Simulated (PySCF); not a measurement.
Bonds (- single, = double, # triple, : aromatic): C1#C2 1.234 Å, C2-C3 1.419 Å, C3-F4 1.392 Å, C3-F5 1.392 Å, C3-F6 1.392 Å. Formal charges: C1 -1.

Total charge -1.

Geometry: GFN2-xTB; GIAO absolute shieldings from PySCF 2.14.0 with density-fitted response routines, gas phase, non-relativistic, averaged over equivalent atoms.

At PBE0/pcSseg-1 (102 basis functions, 4 s wall time on 1 thread of an Arm Neoverse V2, shared host):
```
   atoms  σ (ppm)
      C1    -29.9
      C3     66.5
      C2     93.4
F4/F5/F6    212.6
```

Question: Estimate the result of repeating the calculation with PBE0/def2-TZVPP.

Answer: 
```json
{"atoms": "C1", "σ at PBE0/def2-TZVPP": "-18.1", "change": "+11.8"}
{"atoms": "C3", "σ at PBE0/def2-TZVPP": "65.3", "change": "-1.2"}
{"atoms": "C2", "σ at PBE0/def2-TZVPP": "95.6", "change": "+2.2"}
{"atoms": "F4/F5/F6", "σ at PBE0/def2-TZVPP": "205.9", "change": "-6.7"}
```

The largest change is at C1 (carbanion centre). Cost: 186 basis functions, 8.3 s wall time on 1 thread of an Arm Neoverse V2, shared host. The order of the carbon signals is the same at both levels.
